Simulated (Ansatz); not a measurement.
System (SMILES): Cl (HCl).
Geometry (B3LYP-D3(BJ)/def2-TZVP, fixed):
```xyz
2

Cl     0.0000     0.0000    -0.0712
H      0.0000     0.0000     1.2108
```

Basis-set convergence of the dipole moment at PBE with Ansatz (an electronic-structure program). Dipoles come from the density behind the forces; the sign is taken along the dipole that this method gives in the largest set. All functions are spherical. The program fits the integrals of some runs and decomposes those of others, by size. No added dispersion term, no relativity. Reference: the value in aug-cc-pV(5+d)Z, 1.076 D. Deviations are taken from unrounded values.

| basis | functions | dipole moment (D) | minus reference (D) |
|---|---|---|---|
| pcseg-0 | 15 | 1.882 | 0.806 |
| pcseg-1 | 23 | 1.431 | 0.355 |
| aug-pcseg-1 | 36 | 1.137 | 0.061 |
| pcseg-2 | 48 | 1.253 | 0.177 |
| aug-pcseg-2 | 73 | 1.088 | 0.012 |
| pcseg-3 | 97 | 1.108 | 0.032 |
| aug-pcseg-3 | 138 | 1.076 | 0.000 |
| pcseg-4 | 166 | 1.081 | 0.004 |

The smallest set listed that lies within 0.1 D of the reference with all its larger relatives (same family, alike in diffuse functions; a set with none counts only in the reference's own line) is aug-pcseg-1 (36 functions, 0.061 D off).
